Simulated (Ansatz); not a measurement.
# SiH₂ (triplet): PBE, r2SCAN, PBE0, B3LYP, CAM-B3LYP, wB97X-V, wB97M-V, B2PLYP, RPA-PBE over a scan of the distance H1–H2 along a hydrogen transfer, cc-pVTZ, part 2 of 2

Ansatz 0.2.0, Gaussian basis; cc-pVTZ, all electrons in the functionals, frozen cores in the correlation of double hybrids and RPA.

## (15) wB97M-V, 0.837 Å

Input file in.yaml:

```yaml
crystal:
  periodic: [false, false, false]
  atoms:
    - {symbol: H, position_ang: [0.000000, 0.000000, -1.114667]}
    - {symbol: H, position_ang: [0.000000, 0.000000, -0.277667]}
    - {symbol: Si, position_ang: [0.000000, 0.000000, 1.392333]}
basis:
  gaussian: {orbitals: cc-pVTZ}
magnetization: {spin_polarized: true, initial_magnetization: 2}
hamiltonian: {xc: {name: wB97M-V}}
output: {orbitals: {seedname: orbitals}}
```

Started as:

```
$ ansatz run in.yaml --threads 1 --pin off --events-out ev --progress --plain --max-ram 3498MiB --backend cpu
```

Output, shortened:

```text
Functional definition: wB97M-V
  name "wB97M-V"
  cite "Mardirossian & Head-Gordon, J. Chem. Phys. 144, 214110 (2016) doi:10.1063/1.4952647"
  cite "Becke, J. Chem. Phys. 107, 8554 (1997) doi:10.1063/1.475007"
  cite "Vydrov & Van Voorhis, J. Chem. Phys. 133, 244103 (2010) doi:10.1063/1.3521275"
  # Of w^i u^j: cxij and so on, Table III.
[...]
  gx(w, u) = 1 - cx + cx01*u + cx10*w
  gss(w, u) = css00 + css04*u^4 + css10*w + css20*w^2 + css43*w^4*u^3
  gos(w, u) = cos00 + cos10*w + (cos20 + cos21*u)*w^2 + (cos60 + cos61*u)*w^6
[...]
      + integral(e_c_pw_mod_opposite_spin*gos(b97_w_opposite, b97_u_opposite)) + vv10(b, c)
404 factors; their error is unknown
94 factors; integrals over basis functions are off by at most 1.4e-4 eV
[...]
mean field -7904.93072711 eV, -290.5008460670 hartree, gradient 3.3e-5 eV, S^2 2.003584; 1 other end points of the search recorded, 0 dependent functions left out
reference -7904.93075593 eV, -290.5008471258 hartree; 9, 7 occupied and 53, 55 virtual orbitals, 404 factors
Total energy: -7904.93075593 eV, -290.5008471258 hartree
```

It took 4.9 s on 1 thread of AMD EPYC 7R13, shared host.

From the report: ⟨S²⟩ of the determinant 2.004 (pure triplet: 2.00).

From 0.791 Å: +3.3 kcal/mol.

## (16) B2PLYP, 0.791 Å

Input file in.yaml:

```yaml
crystal:
  periodic: [false, false, false]
  atoms:
    - {symbol: H, position_ang: [0.000000, 0.000000, -1.099333]}
    - {symbol: H, position_ang: [0.000000, 0.000000, -0.308333]}
    - {symbol: Si, position_ang: [0.000000, 0.000000, 1.407667]}
basis:
  gaussian: {orbitals: cc-pVTZ}
magnetization: {spin_polarized: true, initial_magnetization: 2}
hamiltonian: {xc: {name: B2PLYP}}
correlation: {electrons: outside_noble_gas}
```

Same command.

Output, shortened:

```text
Functional definition: B2PLYP
  name "B2PLYP"
  cite "Grimme, J. Chem. Phys. 124, 034108 (2006) doi:10.1063/1.2148954"
  cite "Becke, Phys. Rev. A 38, 3098 (1988) doi:10.1103/PhysRevA.38.3098"
  cite "Lee, Yang & Parr, Phys. Rev. B 37, 785 (1988) doi:10.1103/PhysRevB.37.785"
[...]
352 factors; integrals over basis functions are off by at most 1.5e-3 eV
[...]
mean field -7901.69667572 eV, -290.3819968702 hartree, gradient 5.9e-6 eV, S^2 2.009727; 2 other end points of the search recorded, 0 dependent functions left out
5 core orbitals not correlated: weight in the atoms' cores, before any rotation towards them, 1.000 or more for the frozen orbitals, at most 0.000 for the correlated occupied ones
reference -7901.69679433 eV, -290.3820012293 hartree; 4, 2 occupied and 53, 55 virtual orbitals, 352 factors
second order -3.35455596 eV of doubles, -0.00000000 eV of singles
Total energy: -7902.60252444 eV, -290.4152861970 hartree
```

Wall time 0.97 s (1 thread of AMD EPYC 7R13, shared host).

From the report: ⟨S²⟩ of the determinant 2.010 (pure triplet: 2.00).

## (17) B2PLYP, 0.837 Å

Input file in.yaml:

```yaml
crystal:
  periodic: [false, false, false]
  atoms:
    - {symbol: H, position_ang: [0.000000, 0.000000, -1.114667]}
    - {symbol: H, position_ang: [0.000000, 0.000000, -0.277667]}
    - {symbol: Si, position_ang: [0.000000, 0.000000, 1.392333]}
basis:
  gaussian: {orbitals: cc-pVTZ}
magnetization: {spin_polarized: true, initial_magnetization: 2}
hamiltonian: {xc: {name: B2PLYP}}
correlation: {electrons: outside_noble_gas}
```

Same command.

Output, shortened:

```text
Functional definition: B2PLYP
  name "B2PLYP"
  cite "Grimme, J. Chem. Phys. 124, 034108 (2006) doi:10.1063/1.2148954"
  cite "Becke, Phys. Rev. A 38, 3098 (1988) doi:10.1103/PhysRevA.38.3098"
  cite "Lee, Yang & Parr, Phys. Rev. B 37, 785 (1988) doi:10.1103/PhysRevB.37.785"
[...]
355 factors; integrals over basis functions are off by at most 9.9e-4 eV
[...]
mean field -7901.54327837 eV, -290.3763596219 hartree, gradient 1.1e-6 eV, S^2 2.010109; 2 other end points of the search recorded, 0 dependent functions left out
5 core orbitals not correlated: weight in the atoms' cores, before any rotation towards them, 1.000 or more for the frozen orbitals, at most 0.000 for the correlated occupied ones
reference -7901.54339818 eV, -290.3763640245 hartree; 4, 2 occupied and 53, 55 virtual orbitals, 355 factors
second order -3.41145949 eV of doubles, -0.00000000 eV of singles
Total energy: -7902.46449224 eV, -290.4102136069 hartree
```

Wall time 0.94 s (1 thread of AMD EPYC 7R13, shared host).

From the report: ⟨S²⟩ of the determinant 2.010 (pure triplet: 2.00).

From 0.791 Å: +3.2 kcal/mol.

## (18) RPA-PBE, 0.791 Å

Input file in.yaml:

```yaml
crystal:
  periodic: [false, false, false]
  atoms:
    - {symbol: H, position_ang: [0.000000, 0.000000, -1.099333]}
    - {symbol: H, position_ang: [0.000000, 0.000000, -0.308333]}
    - {symbol: Si, position_ang: [0.000000, 0.000000, 1.407667]}
basis:
  gaussian: {orbitals: cc-pVTZ}
magnetization: {spin_polarized: true, initial_magnetization: 2}
hamiltonian: {xc: {name: PBE}}
correlation: {method: rpa, electrons: outside_noble_gas}
```

The command is unchanged.

Output, shortened:

```text
Functional definition: PBE
  name "PBE"
  cite "Perdew, Burke & Ernzerhof, Phys. Rev. Lett. 77, 3865 (1996) doi:10.1103/PhysRevLett.77.3865"
  parent pbe
[...]
352 factors; integrals over basis functions are off by at most 1.5e-3 eV
[...]
mean field -7901.88131488 eV, -290.3887822342 hartree, gradient 2.6e-6 eV, S^2 2.005731; 7 other end points of the search recorded, 0 dependent functions left out
5 core orbitals not correlated: weight in the atoms' cores, before any rotation towards them, 1.000 or more for the frozen orbitals, at most 0.000 for the correlated occupied ones
reference -7890.03056821 eV, -289.9532753267 hartree; 4, 2 occupied and 53, 55 virtual orbitals, 352 factors
Total energy: -7896.19595028 eV, -290.1798489390 hartree
```

Wall time 2.1 s (1 thread of AMD EPYC 7R13, shared host).

From the report: ⟨S²⟩ of the determinant 2.006 (pure triplet: 2.00).

## (19) RPA-PBE, 0.837 Å

Input file in.yaml:

```yaml
crystal:
  periodic: [false, false, false]
  atoms:
    - {symbol: H, position_ang: [0.000000, 0.000000, -1.114667]}
    - {symbol: H, position_ang: [0.000000, 0.000000, -0.277667]}
    - {symbol: Si, position_ang: [0.000000, 0.000000, 1.392333]}
basis:
  gaussian: {orbitals: cc-pVTZ}
magnetization: {spin_polarized: true, initial_magnetization: 2}
hamiltonian: {xc: {name: PBE}}
correlation: {method: rpa, electrons: outside_noble_gas}
```

The command is unchanged.

Output, shortened:

```text
Functional definition: PBE
  name "PBE"
  cite "Perdew, Burke & Ernzerhof, Phys. Rev. Lett. 77, 3865 (1996) doi:10.1103/PhysRevLett.77.3865"
  parent pbe
[...]
355 factors; integrals over basis functions are off by at most 9.9e-4 eV
[...]
mean field -7901.78180254 eV, -290.3851252234 hartree, gradient 8.4e-6 eV, S^2 2.006131; 7 other end points of the search recorded, 0 dependent functions left out
5 core orbitals not correlated: weight in the atoms' cores, before any rotation towards them, 1.000 or more for the frozen orbitals, at most 0.000 for the correlated occupied ones
reference -7889.83851868 eV, -289.9462176367 hartree; 4, 2 occupied and 53, 55 virtual orbitals, 355 factors
Total energy: -7896.06154211 eV, -290.1749095299 hartree
```

Run time: 2.1 s. Hardware: 1 thread of AMD EPYC 7R13, shared host.

From the report: ⟨S²⟩ of the determinant 2.006 (pure triplet: 2.00).

From 0.791 Å: +3.1 kcal/mol.

## (20) The comparison

The yardstick is full CI for this spin, exact in this basis with these frozen cores. It and the other wave-function rows come from earlier runs at the same points. Energies in kcal/mol, counted from 0.791 Å; blanks weren't run or aren't comparable.

| level | 0.693 Å | 0.745 Å | 0.791 Å | 0.837 Å | 0.883 Å | 0.929 Å | 0.975 Å | 1.021 Å | 1.067 Å |
| --- | --- | --- | --- | --- | --- | --- | --- | --- | --- |
| FCI |  |  | 0.0 | 3.1 |  |  |  |  |  |
| PBE |  |  | 0.0 | 2.3 |  |  |  |  |  |
| r2SCAN |  |  | 0.0 | 2.5 |  |  |  |  |  |
| PBE0 |  |  | 0.0 | 2.7 |  |  |  |  |  |
| B3LYP |  |  | 0.0 | 2.9 |  |  |  |  |  |
| CAM-B3LYP |  |  | 0.0 | 3.1 |  |  |  |  |  |
| wB97X-V |  |  | 0.0 | 3.3 |  |  |  |  |  |
| wB97M-V |  |  | 0.0 | 3.3 |  |  |  |  |  |
| B2PLYP |  |  | 0.0 | 3.2 |  |  |  |  |  |
| RPA-PBE |  |  | 0.0 | 3.1 |  |  |  |  |  |
| RHF | -3.6 | -2.8 | 0.0 | 4.4 | 9.9 | 16.6 | 24.1 | 32.5 |  |
| UHF | -3.5 | -2.7 | 0.0 | 4.3 | 9.8 | 16.3 | 23.6 | 30.1 | 32.7 |
| RMP2 | -1.9 | -2.0 | 0.0 | 3.4 | 8.0 | 13.5 | 19.9 | 27.0 | 34.9 |
| RCCSD | -1.6 | -1.8 | 0.0 | 3.2 | 7.6 | 12.9 | 18.9 | 25.6 | 33.0 |
| RCCSD(T) | -1.4 | -1.7 | 0.0 | 3.1 | 7.3 | 12.4 | 18.3 | 24.7 | 31.9 |

Largest miss and mean time a point (FCI took 25 s a point; shared hosts):

| level | largest miss (kcal/mol) | where | time a point |
| --- | --- | --- | --- |
| PBE | -0.8 | 0.837 Å | 1.4 s |
| r2SCAN | -0.5 | 0.837 Å | 3.3 s |
| PBE0 | -0.4 | 0.837 Å | 1.3 s |
| B3LYP | -0.1 | 0.837 Å | 1.8 s |
| CAM-B3LYP | 0.0 | 0.837 Å | 1.1 s |
| wB97X-V | +0.2 | 0.837 Å | 4.5 s |
| wB97M-V | +0.2 | 0.837 Å | 5.4 s |
| B2PLYP | +0.1 | 0.837 Å | 0.95 s |
| RPA-PBE | 0.0 | 0.837 Å | 2.1 s |
| RHF | +1.3 | 0.837 Å |  |
| UHF | +1.2 | 0.837 Å |  |
| RMP2 | +0.3 | 0.837 Å |  |
| RCCSD | +0.2 | 0.837 Å |  |
| RCCSD(T) | 0.0 | 0.837 Å | 4 s |

## (21) What came out

What follows sums up all 2 parts.

| quantity | value |
| --- | --- |
| span of the FCI curve (points where it is known) | 3.1 kcal/mol |
| largest miss, PBE | -0.8 kcal/mol (0.837 Å) |
| largest miss, r2SCAN | -0.5 kcal/mol (0.837 Å) |
| largest miss, PBE0 | -0.4 kcal/mol (0.837 Å) |
| largest miss, B3LYP | -0.1 kcal/mol (0.837 Å) |
| largest miss, CAM-B3LYP | 0.0 kcal/mol (0.837 Å) |
| largest miss, wB97X-V | +0.2 kcal/mol (0.837 Å) |
| largest miss, wB97M-V | +0.2 kcal/mol (0.837 Å) |
| largest miss, B2PLYP | +0.1 kcal/mol (0.837 Å) |
| largest miss, RPA-PBE | 0.0 kcal/mol (0.837 Å) |
| largest miss, RCCSD(T) | 0.0 kcal/mol (0.837 Å) |

What this shows: Misses are known at 1 of 8 points at best, and only functionals with that many are ranked. Of the functionals, CAM-B3LYP and RPA-PBE keep the smallest largest miss at the points compared (at most 0.0 kcal/mol) and PBE strays most (0.8 kcal/mol, at 0.837 Å). Functionals and the yardstick converge differently with the basis, so part of each miss in cc-pVTZ is the basis.
